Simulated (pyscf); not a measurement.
PySCF, gas phase, ωB97X-D3(BJ)/def2-SVP geometries.

### Question
Estimate by transition-state theory the rate constant of `[SiH2][O][SiH3]` [doublet] + `[OH2]` -> `[OH][SiH][O][SiH3]` [doublet] + `[H][H]` (doublet surface; H–Si, H–O broken, O–Si, H–H formed) at 900 K, with ωB97M-D3(BJ)/def2-TZVP energies (ideal gas, 1 atm, RRHO with modes under 100 cm⁻¹ raised to 100, one conformer, R ln 2 for chiral ones without a mode under 150 cm⁻¹; no tunnelling).

### Answer
The electronic barrier is 31.5 kcal/mol and the thermal terms add +32.1, so ΔG‡ = 63.6 kcal/mol. With k_BT/h = 1.88e+13 s⁻¹ and RT = 1.788 kcal/mol, and a volume of 1.23e-19 cm³ per molecule at 1 atm, k = 8.2e-22 cm³ molecule⁻¹ s⁻¹. Wigner's tunnelling factor for 1395i cm⁻¹ would be 1.21. A shift of 1 kcal/mol in the barrier changes k by a factor 1.7. At the saddle there is also a short H–Si contact that neither side keeps. The same reactants have a lower exit, to HO–SiH₂–O–SiH₃ + H• (barrier +19.7 kcal/mol at ωB97M-D3(BJ), against +31.5 kcal/mol here). One saddle was located; it need not be the lowest between these sides.
